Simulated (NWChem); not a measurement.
# One shape, several levels: CH7BSi (SMILES CB[SiH3])

We compute a comparison of 3 runs (HF/STO-3G, HF/3-21G, B3LYP/6-31G*) of CH7BSi. 

The calculation is run with NWChem 7.3.0.

### Step 1. The molecule

The species is CH7BSi (10 atoms), meant as a singlet with charge 0. SMILES: `CB[SiH3]`. The shape is that of a PBE0-D4/def2-TZVP optimisation.

Bond lengths: C1–B2 1.550 Å, B2–Si3 2.018 Å, C1–H4 1.106 Å, C1–H5 1.092 Å, C1–H6 1.091 Å, B2–H7 1.201 Å, Si3–H8 1.491 Å, Si3–H9 1.491 Å, Si3–H10 1.494 Å. Some angles: C1–B2–Si3 124.4°, C1–B2–H7 118.6°, Si3–B2–H7 117.0°, B2–C1–H4 102.7°, B2–C1–H5 114.9°, B2–C1–H6 116.1°, B2–Si3–H8 111.7°, B2–Si3–H9 114.0°, B2–Si3–H10 107.9°, H4–C1–H5 105.3°.

### Step 2. Energy and gradient at HF/STO-3G (run 1)

ch7bsi.nw reads:

```
START ch7bsi
memory 2200 mb
charge 0

GEOMETRY noautosym nocenter noautoz
   C       -1.087900       0.975000      -0.576900
   B        0.112000       0.000300      -0.689900
   Si       1.014100      -0.883100       0.884800
   H       -1.958400       0.307500      -0.716200
   H       -1.157900       1.712200      -1.380000
   H       -1.228600       1.454100       0.393400
   H        0.516800      -0.288200      -1.783700
   H        1.154200      -2.354100       0.685500
   H        0.324900      -0.654200       2.186700
   H        2.393700      -0.320800       0.999300
END

BASIS spherical bse
   * library STO-3G
END

SCF
   nopen 0
   rhf
   thresh 1e-08
   maxiter 80
   noprint "final vectors analysis"
END

TASK scf gradient
```

The run is started by

```bash
$ nwchem ch7bsi.nw > ch7bsi.out
```

The log of the run:

```text
[...]
  functions       =    26
[...]
  wavefunction    = RHF
[...]
         Total SCF energy =   -351.436923490573
      One-electron energy =   -667.108098453912
      Two-electron energy =    224.609839472651
 Nuclear repulsion energy =     91.061335490688
        Time for solution =      1.2s
[...]
                         RHF ENERGY GRADIENTS
    atom               coordinates                        gradient
                 x          y          z           x          y          z
   1 C      -2.055833   1.842483  -1.090183    0.025924   0.000321   0.002824
   2 B       0.211649   0.000567  -1.303722   -0.029936   0.020699   0.004775
   3 Si      1.916371  -1.668817   1.672030   -0.013891   0.005911  -0.012502
   4 H      -3.700839   0.581091  -1.353422   -0.006682  -0.008261  -0.001994
   5 H      -2.188114   3.235589  -2.607822   -0.003224   0.002730  -0.007387
   6 H      -2.321717   2.747851   0.743418   -0.003481   0.000637   0.007179
   7 H       0.976610  -0.544619  -3.370704    0.009577  -0.006777  -0.021022
   8 H       2.181122  -4.448604   1.295407    0.004298  -0.033973  -0.004499
   9 H       0.613972  -1.236259   4.132264   -0.015072   0.005229   0.030848
  10 H       4.523437  -0.606224   1.888403    0.032487   0.013484   0.001778
[...]
```

Run time: 2.2 s. Hardware: 1 thread of AMD EPYC 7B13 (Zen 3), shared host; peak memory 0.099 GiB.

### Step 3. Energy and forces at HF/3-21G (run 2)

geom.nw reads:

```
start geom
memory total 2200 mb
charge 0
geometry units angstroms noautosym nocenter noautoz
   C       -1.087900       0.975000      -0.576900
   B        0.112000       0.000300      -0.689900
   Si       1.014100      -0.883100       0.884800
   H       -1.958400       0.307500      -0.716200
   H       -1.157900       1.712200      -1.380000
   H       -1.228600       1.454100       0.393400
   H        0.516800      -0.288200      -1.783700
   H        1.154200      -2.354100       0.685500
   H        0.324900      -0.654200       2.186700
   H        2.393700      -0.320800       0.999300
end
basis spherical bse
   * library 3-21G
end
scf
   singlet
   rhf
   thresh 1e-08
   maxiter 80
end
task scf gradient
```

The run is started by

```bash
$ nwchem geom.nw > geom.out
```

The log of the run:

```text
[...]
  functions       =    45
[...]
  wavefunction    = RHF
[...]
         Total SCF energy =   -353.622953062350
      One-electron energy =   -667.594746492769
      Two-electron energy =    222.910457939732
 Nuclear repulsion energy =     91.061335490688
        Time for solution =      1.3s
[...]
                         RHF ENERGY GRADIENTS
    atom               coordinates                        gradient
                 x          y          z           x          y          z
   1 C      -2.055833   1.842483  -1.090183    0.014266  -0.004953   0.000036
   2 B       0.211649   0.000567  -1.303722   -0.008579   0.003166   0.009166
   3 Si      1.916371  -1.668817   1.672030   -0.003231   0.002218  -0.004012
   4 H      -3.700839   0.581091  -1.353422   -0.000386  -0.003486  -0.000822
   5 H      -2.188114   3.235589  -2.607822   -0.001471   0.002171  -0.004644
   6 H      -2.321717   2.747851   0.743418   -0.001441   0.000894   0.004959
   7 H       0.976610  -0.544619  -3.370704    0.001441  -0.000928  -0.003131
   8 H       2.181122  -4.448604   1.295407   -0.000049   0.001075  -0.000223
   9 H       0.613972  -1.236259   4.132264    0.000528  -0.000064  -0.000622
  10 H       4.523437  -0.606224   1.888403   -0.001079  -0.000092  -0.000707
[...]
```

Wall time 2.3 s (1 thread of AMD EPYC 7B13 (Zen 3), shared host); peak memory 0.099 GiB.

### Step 4. Energy and forces at B3LYP/6-31G(d) (Cartesian functions) (run 3)

ch7bsi.nw reads:

```
start ch7bsi
title "CH7BSi"
memory stack 880 mb heap 220 mb global 1100 mb
charge 0
geometry noautosym nocenter noautoz
  C       -1.087900       0.975000      -0.576900
  B        0.112000       0.000300      -0.689900
  Si       1.014100      -0.883100       0.884800
  H       -1.958400       0.307500      -0.716200
  H       -1.157900       1.712200      -1.380000
  H       -1.228600       1.454100       0.393400
  H        0.516800      -0.288200      -1.783700
  H        1.154200      -2.354100       0.685500
  H        0.324900      -0.654200       2.186700
  H        2.393700      -0.320800       0.999300
end
basis cartesian
  * library 6-31G*
end
dft
  xc b3lyp
  grid xfine
  convergence energy 1e-08
  maxiter 100
  mulliken
  print medium
end
task dft gradient
```

The run is started by

```bash
$ nwchem ch7bsi.nw > ch7bsi.out
```

The log of the run:

```text
[...]
          Wavefunction type:  closed shell.
          No. of atoms     :    10
          No. of electrons :    32
[...]
          Charge           :     0
          Spin multiplicity:     1
[...]
          AO basis - number of functions:    63
[...]
              XC Information
              --------------
                         B3LYP Method XC Potential
                     Hartree-Fock (Exact) Exchange  0.200
                        Slater Exchange Functional  0.800 local
                    Becke 1988 Exchange Functional  0.720 non-local
              Lee-Yang-Parr Correlation Functional  0.810
                  VWN I RPA Correlation Functional  0.190 local
[...]
 d= 0,ls=0.0,diis     1   -356.6040393385 -4.48D+02  8.71D-03  2.96D-01     3.1
[...]
 d= 0,ls=0.0,diis     8   -356.6373824199 -1.37D-09  1.75D-06  9.92D-09    20.4
         Total DFT energy =     -356.637382419874
      One electron energy =     -670.398373045910
           Coulomb energy =      255.712006613809
    Exchange-Corr. energy =      -33.012351478461
 Nuclear repulsion energy =       91.061335490688
[...]
  wavefunction    = closed shell
                         DFT ENERGY GRADIENTS
    atom               coordinates                        gradient
                 x          y          z           x          y          z
   1 C      -2.055833   1.842483  -1.090183    0.002245  -0.000387   0.000304
   2 B       0.211649   0.000567  -1.303722   -0.003590   0.001754   0.002283
   3 Si      1.916371  -1.668817   1.672030   -0.000551   0.000627  -0.000630
   4 H      -3.700839   0.581091  -1.353422    0.002030   0.000714   0.000142
   5 H      -2.188114   3.235589  -2.607822    0.000136  -0.002061   0.001383
   6 H      -2.321717   2.747851   0.743418    0.000530  -0.001596  -0.001759
   7 H       0.976610  -0.544619  -3.370704    0.000323  -0.000068   0.000031
   8 H       2.181122  -4.448604   1.295407   -0.000383   0.000614  -0.000476
   9 H       0.613972  -1.236259   4.132264   -0.000162   0.000212  -0.000731
  10 H       4.523437  -0.606224   1.888403   -0.000576   0.000191  -0.000546
[...]
```

Wall time 27 s (1 thread of AMD EPYC 7B13 (Zen 3), shared host); peak memory 0.15 GiB.

### Step 5. All runs side by side

| run | level | Cartesian functions | iteration cap | energy (Eh) | dipole moment (D) | largest force (eV/Å) | wall time |
| --- | --- | --- | --- | --- | --- | --- | --- |
| 1 | HF/STO-3G | no | 80 | -351.436923 | 0.66 | 1.888 | 2.2 s |
| 2 | HF/3-21G | no | 80 | -353.622953 | 1.16 | 0.777 | 2.3 s |
| 3 | B3LYP/6-31G* (Cartesian functions) | yes | 100 | -356.637382 | 1.28 | 0.237 | 27 s |

### Step 6. Summary of results

| quantity | value |
| --- | --- |
| run 3: total energy | -356.63738 Eh |
| run 3: dipole moment | 1.28 D |
| run 3: HOMO energy | -7.58 eV |
| run 3: LUMO energy | -1.69 eV |
| run 3: HOMO–LUMO gap | 5.89 eV |
| run 3: largest force on an atom | 0.237 eV/Å |

What this shows: The dipole moment (its size) runs from 0.66 D (HF/STO-3G) to 1.28 D (B3LYP/6-31G*). The two ends differ in method and basis. In run 1 the basis is minimal, so the values are rough. All runs together took 32 s, the longest 27 s.
